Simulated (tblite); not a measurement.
Species: 1,3-dichlorobutane, C₄H₈Cl₂.
Numbering: `[CH3:1][C@H:2]([Cl:3])[CH2:4][CH2:5][Cl:6]` (hydrogens: H7, H8, H9 on C1; H10 on C2; H11, H12 on C4; H13, H14 on C5)

Computed with GFN2-xTB (tblite), gas phase: nudged elastic band of 9 images (0 to 8), spring 0.2 eV/Å², climbing image at the end, force threshold 0.05 eV/Å. The top image wasn't refined or checked by frequencies; at this threshold it can lie a kcal/mol or more above the true saddle point of the method.

Path: rotation about C2–C4 (sp3 C–Cl carbon, chain CH2 carbon), followed by the dihedral C1–C2–C4–C5. Start geometry (image 0):
```
atom  x, y, z in Å
C1      1.940   -0.246   -0.103
C2      0.596    0.435    0.079
Cl3     0.565    1.229    1.691
C4     -0.568   -0.546   -0.010
C5     -1.924    0.140    0.032
Cl6    -2.183    1.119   -1.439
H7      2.074   -1.031    0.637
H8      2.748    0.473    0.004
H9      1.997   -0.685   -1.097
H10     0.468    1.239   -0.650
H11    -0.511   -1.250    0.824
H12    -0.475   -1.109   -0.941
H13    -1.995    0.819    0.882
H14    -2.732   -0.589    0.069
```

The converged band, energies from image 0, some withheld:

```csv
image,dihedral (°),C1–C2 (Å),C2–C4 (Å),C4–C5 (Å),C1–C2–C4 (°),C2–C4–C5 (°),E (meV)
0,-174,1.518,1.525,1.520,112.4,112.9,0
1,-163,1.518,1.526,1.520,112.9,112.5,12
2,-151,1.518,1.529,1.520,113.0,112.5,?
3,-138,1.518,1.533,1.519,113.0,112.6,?
4,-126,1.518,1.535,1.519,113.1,112.6,?
5,-113,1.518,1.535,1.520,113.2,112.6,?
6,-101,1.517,1.533,1.520,113.3,112.7,81
7,-89,1.517,1.530,1.521,113.5,113.0,73
8,-77,1.516,1.528,1.523,114.5,114.0,67
```

Task: Estimate the withheld energies, and name the highest image.

Result: image 2: 44 meV; image 3: 78 meV; image 4: 97 meV; image 5: 95 meV. The highest is image 4.

Task: Between which neighbours does the energy rise most, and fall most?

Result: It rises most from image 2 to 3 (+34 meV) and falls most from image 5 to 6 (-14 meV).

Task: Give the height of the top above the start in other units, and in kT at 298.15 K.

Result: 0.0971 eV = 2.24 kcal/mol = 9.4 kJ/mol = 784 cm⁻¹, or 3.8 kT.

What follows is the cost of the whole band run. On one thread, Arm Neoverse V2 (aarch64), no GPU, on a shared host, this took 2.4 s of wall time and 0.18 GiB of memory at its peak.
